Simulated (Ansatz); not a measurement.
fcc Pb: LDA at its full settings (plane-wave cutoff 520 eV, 20×20×20 k mesh, Fermi–Dirac smearing 0.05 eV, scalar-relativistic PAW data made under PBE) and at cheaper ones, in a cell of 1 atom with Γ-centred meshes.

| level and setting | equilibrium lattice constant a (Å) | bulk modulus B0 (GPa) |
|---|---|---|
| LDA (Ansatz) | 4.880 | 52.2 |
| LDA (2×2×2 k mesh) (Ansatz) | [?] | [?] |
| LDA (4×4×4 k mesh) (Ansatz) | 4.864 | 54.0 |

What belongs in the gaps?


- LDA (2×2×2 k mesh) (Ansatz, a first-principles code), equilibrium lattice constant a (Å): 4.646
- LDA (2×2×2 k mesh) (Ansatz), bulk modulus B0 (GPa): 92.5

Largest shifts from the full settings: lattice constant a -4.80 % (LDA (2×2×2 k mesh)), against a difference of -0.45 % of the full result from the reference 4.902 Å (measured, low-temperature or extrapolated to 0 K; zero-point anharmonic expansion removed, sources range from 4.902 to 4.912; as tabulated in Csonka et al. (2009), arXiv:0903.4037); bulk modulus +77 % (LDA (2×2×2 k mesh)), against a difference of +11.1 % of the full result from the reference 47 GPa (measured, corrected for temperature and zero-point phonon effects; as tabulated in Levämäki et al. (2014), arXiv:1402.3671).

Ansatz's density-functional and Hartree–Fock values are scalar-relativistic unless marked +SOC, with PAW data made under PBE.

Run with cheap settings on purpose, which may leave them unconverged: LDA (2×2×2 k mesh), LDA (4×4×4 k mesh).
